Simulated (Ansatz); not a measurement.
`CB[SiH3]` + H₂S → `CBS` + SiH₄ at 298.15 K and 1 bar (cleavage of the B–Si bond).

Program: Ansatz. Geometries: PBE0-D4/def2-TZVP. ΔE: electronic, gas phase. CCSD(T)/CBS adds triple-zeta CCSD(T) − MP2 to the extrapolated MP2 energy (def2 sets, frozen cores). This one scheme is used for every species. One conformer a species, not always the lowest.

| species | CCSD(T)/CBS energy (Eh) | H − E (kJ/mol) | S (J/(mol·K)) |
| --- | --- | --- | --- |
| `CB[SiH3]` | -356.10570 | 208.0 | 315.5 |
| H₂S | -398.97279 | 49.9 | 205.7 |
| `CBS` | -463.66090 | 169.8 | 285.8 |
| SiH₄ | -291.46306 | 92.1 | 204.8 |

H − E and S are ideal-gas, rigid-rotor, harmonic terms from PBE0-D4/def2-TZVP, for one conformer and one mirror image of each species. 1 Eh = 2625.50 kJ/mol, R = 8.31446 J/(mol·K).

Task: By hand: ΔE, ΔH, ΔS and ΔG.

Result: ΔE = (-463.66090) + (-291.46306) − (-356.10570) − (-398.97279) = -0.04547 Eh = -119.4 kJ/mol. Δ(H − E) = 169.8 + 92.1 − 208.0 − 49.9 = 4.0, so ΔH = -115.4 kJ/mol. ΔS = 285.8 + 204.8 − 315.5 − 205.7 = -30.6 J/(mol·K). ΔG = -115.4 − 298.15 × (-30.6)/1000 = -106.3 kJ/mol.

Task: By hand: the equilibrium constant, and the temperature at which ΔG would vanish if ΔH and ΔS stayed fixed.

Result: log₁₀ K = −ΔG/(RT ln 10) = 18.6. ΔG = 0 at ΔH/ΔS = 3771 K, far beyond where these terms or the molecules hold.

ΔH outweighs TΔS. A doubt of 5 kJ/mol in ΔE shifts log₁₀ K by 0.9 here. Other conformers and mirror images would add mixing entropy, several J/(mol·K) or more a flexible species. Modes under 60 cm⁻¹, often nearly free rotors, make the harmonic entropy too high. These are equilibria of isolated gas molecules and say nothing of rates. Largest T1 diagnostic: 0.013 (customary marks: 0.02 for closed shells, 0.045 for open ones).
